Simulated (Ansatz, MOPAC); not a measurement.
Molecule: HO2, net charge 0, doublet state. SMILES: O[O]

Atoms: O1, O2, H3. Bonds: O1-O2, O2-H3.

Bond lengths (Å) and angles (degrees) optimised at PM7 with MOPAC; HF/3-21G with Ansatz (a first-principles code); B3LYP/LANL2DZ with Ansatz; MP2/6-31G* with Ansatz, each started from the B3LYP-D3(BJ)/def2-TZVP structure (Ansatz) of the last column. A row stands for all coordinates that are equal there. 6-31G* holds six Cartesian d functions. No wavenumbers were computed at B3LYP/LANL2DZ, MP2/6-31G*, so these may be saddle points.

```tsv
coordinate	PM7	HF/3-21G	B3LYP/LANL2DZ	MP2/6-31G*	B3LYP-D3(BJ)/def2-TZVP
O1-O2	1.258	1.434	1.394	1.326	1.326
O2-H3	1.021	0.973	0.995	0.983	0.978
O1-O2-H3	105.8	103.3	106.5	104.5	105.6
```

Mean signed difference of all 2 bond lengths from B3LYP-D3(BJ)/def2-TZVP: PM7 -0.012 Å, HF/3-21G 0.052 Å, B3LYP/LANL2DZ 0.042 Å, MP2/6-31G* 0.003 Å.
